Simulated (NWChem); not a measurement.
Molecule: carbonyl sulfide (COS); SMILES O=C=S

```xyz
3

O     -1.6765     0.0270     0.0223
C     -0.5204     0.0083     0.0069
S      1.0432    -0.0168    -0.0139
```
Atoms are numbered in this order, from 1.

All runs use the structure optimised with PBE0/def2-SVP.

 Unshifted, non-relativistic core excitations; the lowest 4 roots alone, so stronger bands may lie above.

Problem. List the first S K-edge excitations from B3LYP/cc-pVTZ, restricted-window TDA (NWChem).

Solution. 
```
state  energy (eV)  dipole oscillator strength           leading excitation (squared amplitude)
-----  -----------  --------------------------  -----------------------------------------------
S1          2416.7                      0.0023  1s of atom 3 or its equivalents → LUMO+1 (0.99)
S2          2416.7                      0.0023    1s of atom 3 or its equivalents → LUMO (0.99)
S3          2418.6                      0.0032  1s of atom 3 or its equivalents → LUMO+2 (0.98)
S4          2421.4                      0.0003  1s of atom 3 or its equivalents → LUMO+3 (0.98)
```
